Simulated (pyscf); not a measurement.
Optimised with ωB97X-D3(BJ)/def2-SVP in PySCF.

Task: For the elementary gas-phase step `[SiH3][AsH][AsH2]` + `[H][H]` -> `[SiH3][AsH2]` + `[AsH3]` (singlet surface; As–As, H–H broken, As–H, As–H formed), what barrier and reaction energy does PBE/def2-TZVP give, measured from the separated reactants?

Result: ΔE‡ = 2.28 eV, ΔE = +0.16 eV. ωB97M-D3(BJ)/def2-TZVP gives 2.80 eV and +0.10 eV. Zero-point energy shifts the barrier by +0.05 eV. It is a four-centre exchange, with an imaginary mode of 1387i cm⁻¹. The same reactants have a lower exit, to H₃Si–AsH• + AsH₂• + H₂ (no saddle counted: cutting one bond costs +2.17 eV at ωB97M-D3(BJ), against +2.80 eV here). One saddle was located; it need not be the lowest between these sides. Elements up to Kr have no core potential and no relativistic terms here.
